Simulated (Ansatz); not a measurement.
System: N2H3, charge -1, singlet. N2H3- (SMILES [NH-]N).
B3LYP-D3(BJ)/def2-TZVP minimum from Ansatz (a program for electronic structure):
```xyz
5

N     -0.0117     0.8129     0.0953
N     -0.0002    -0.6760    -0.0870
H     -0.8151     1.0690    -0.4970
H     -0.0399    -1.0945     0.8481
H      0.9385    -0.9330    -0.4092
```
Charge -1, spin multiplicity 1.

Total energies in aug-cc-pVDZ, 14 correlated electrons, 2 frozen orbitals. Open shells are spin-unrestricted; no spin-orbit coupling. Correlated methods leave the cores frozen. No relativity.

```tsv
method	program	energy (Eh)	minus CCSDT(Q) (mEh)
HF	Ansatz	-110.53437	427.96
MP2	Ansatz	-110.92886	33.47
CCSD	Ansatz	-110.94509	17.24
CCSD(T)	Ansatz	-110.96054	1.79
CCSDT(Q)	Ansatz	-110.96233	0.00
```

Rough core times of Ansatz's runs on a shared machine: CCSD(T) under 20 s, CCSDT(Q) 4 min.
